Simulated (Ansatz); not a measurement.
**[Cl···H···H], doublet along the distance Cl1-H2**

Starting geometry:

```yaml
atoms:
  - { symbol: Cl, position_ang: [0.0000, 0.0000, -1.2983] }
  - { symbol: H, position_ang: [0.0000, 0.0000, -0.0195] }
  - { symbol: H, position_ang: [0.0000, 0.0000, 1.3177] }
```

From there H2 is moved from one fragment to the other while all else, the fragments' distance too, stays fixed; atoms are numbered as listed. Energies are in eV, counted from the starting geometry at the same level.

Basis 6-31G; Ansatz 0.2.0. Correlated methods freeze the noble-gas cores. R marks a restricted (for open shells ROHF) determinant, U an unrestricted one. Active spaces: valence = (9e, 6o) chosen from the atoms' valence shells.

Runs in a small pair space aren't shown, since their orbitals change along the scan.

Full CI is exact within this basis and frozen core; it isn't the basis-set limit. The frozen core follows each run's orbitals, which can shift R against U totals by a few meV.

```tsv
distance Cl1-H2 (Å)	full CI	unpaired electrons (full CI)	error UHF	error RCCSD	error RCCSDTQ	error CASSCF (valence space)	error MRCISD (valence space)	error MRCISD+Q (valence space)
1.189	0.290	1.01	-0.078	-0.002	0.000	-0.029	-0.002	-0.001
1.279	0.000	1.01	0.000	0.000	0.000	0.000	0.000	0.000
1.363	-0.065	1.01	0.072	0.003	0.000	0.027	0.002	0.000
1.448	-0.059	1.02	0.134	0.006	0.000	0.049	0.003	0.001
1.533	-0.084	1.02	0.166	0.009	0.000	0.059	0.006	0.003
1.617	-0.199	1.02	0.161	0.007	0.000	0.051	0.008	0.005
1.702	-0.404	1.02	0.120	0.002	0.000	0.032	0.009	0.008
1.786	-0.625	1.01	0.056	-0.001	0.000	0.011	0.009	0.008
1.871	-0.757	1.01	-0.014	-0.003	0.000	-0.005	0.006	0.006
```

Unpaired electrons are Σ n²(2−n)² over natural occupations. Errors are those of relative energies. In total energy the starting point itself misses full CI by: UHF 1.610, RCCSD 0.017, RCCSDTQ 0.000, CASSCF (valence space) 1.098, MRCISD (valence space) 0.034, MRCISD+Q (valence space) 0.014 eV.

Spread of the error over the points with a reference, to 1.871 Å (largest less smallest): RCCSDTQ 0.000, MRCISD+Q (valence space) 0.008, MRCISD (valence space) 0.011, RCCSD 0.012, CASSCF (valence space) 0.087, UHF 0.245 eV.
